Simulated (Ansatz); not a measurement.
in.yaml

```yaml
crystal:
  periodic: [false, false, false]
  atoms:
    - {symbol: Al, position_ang: [0.000000, -0.093157, 1.070621]}
    - {symbol: P, position_ang: [0.000000, 0.044123, -0.988900]}
    - {symbol: H, position_ang: [0.000000, 1.137841, 1.729219]}
basis:
  gaussian: {orbitals: 6-31G}
magnetization: {spin_polarized: false, initial_magnetization: 3}
correlation: {method: ccsdtq, electrons: outside_noble_gas}
```

```sh
$ ansatz run in.yaml --threads 1 --pin off --events-out ev --progress --plain --max-ram 2393MiB
```

Output:

```
559 factors; integrals over basis functions are off by at most 8.4e-8 eV
mean field evaluation 1: about -15865.2254 eV, gradient 6.9e0 eV
mean field evaluation 2: about -15865.2314 eV, gradient 6.9e0 eV
mean field evaluation 4: about -15865.9555 eV, gradient 7.0e-1 eV
mean field evaluation 8: about -15865.9762 eV, gradient 1.2e-2 eV
mean field evaluation 16: about -15865.9469 eV, gradient 7.0e-1 eV
mean field evaluation 32: about -15865.9762 eV, gradient 1.7e-6 eV
mean field evaluation 64: about -15863.9379 eV, gradient 4.5e-2 eV
mean field evaluation 96: about -15863.9380 eV, gradient 2.3e-4 eV
mean field -15865.97620447 eV, -583.0638711694 hartree, gradient 1.7e-6 eV, S^2 3.750000; 7 other end points of the search recorded, 0 dependent functions left out
determinant -15865.97620447 eV, -583.0638711694 hartree, with singles and doubles -15867.70648733 eV, -583.1274578917 hartree
determinant -15864.83107030 eV, -583.0217882650 hartree, with singles and doubles -15866.75657070 eV, -583.0925490994 hartree
determinant -15864.35444313 eV, -583.0042725393 hartree, with singles and doubles -15866.16833503 eV, -583.0709318373 hartree
determinant -15863.93798315 eV, -582.9889679173 hartree, with singles and doubles -15866.01059306 eV, -583.0651349266 hartree
10 core orbitals not correlated: weight in the atoms' cores, before any rotation towards them, 1.000 or more for the frozen orbitals, at most 0.000 for the correlated occupied ones
reference -15865.97620447 eV, -583.0638711694 hartree; 6, 3 occupied and 12, 15 virtual orbitals, 559 factors
second order -1.23928788 eV of doubles, -0.03309114 eV of singles
cycle   1  -1.56501531 eV  change   -2.9e-1 eV  update   5.8e-2
cycle   2  -1.74018656 eV  change   -1.8e-1 eV  update   2.8e-2
cycle   3  -1.76861797 eV  change   -2.8e-2 eV  update   1.3e-2
cycle   4  -1.77493171 eV  change   -6.3e-3 eV  update   7.4e-3
cycle   5  -1.77583695 eV  change   -9.1e-4 eV  update   4.5e-3
cycle   6  -1.77663871 eV  change   -8.0e-4 eV  update   3.1e-3
cycle   7  -1.77719548 eV  change   -5.6e-4 eV  update   1.9e-3
cycle   8  -1.77773127 eV  change   -5.4e-4 eV  update   1.0e-3
cycle   9  -1.77783626 eV  change   -1.0e-4 eV  update   4.7e-4
cycle  10  -1.77765536 eV  change    1.8e-4 eV  update   2.3e-4
cycle  11  -1.77765207 eV  change    3.3e-6 eV  update   1.3e-4
cycle  12  -1.77764042 eV  change    1.2e-5 eV  update   6.8e-5
cycle  13  -1.77767033 eV  change   -3.0e-5 eV  update   3.2e-5
cycle  14  -1.77768301 eV  change   -1.3e-5 eV  update   1.9e-5
cycle  15  -1.77767864 eV  change    4.4e-6 eV  update   1.1e-5
cycle  16  -1.77767385 eV  change    4.8e-6 eV  update   6.4e-6
cycle  17  -1.77767137 eV  change    2.5e-6 eV  update   3.3e-6
cycle  18  -1.77767083 eV  change    5.4e-7 eV  update   1.9e-6
cycle  19  -1.77767155 eV  change   -7.2e-7 eV  update   1.2e-6
cycle  20  -1.77767224 eV  change   -6.9e-7 eV  update   7.9e-7
Total energy: -15867.75387671 eV, -583.1291994193 hartree
```

For the same geometry and basis full CI lies 0.0 meV lower.

Ran on 1 thread of Intel Xeon Platinum 8259CL, shared host: 54 s wall, 0.26 GiB peak host memory.
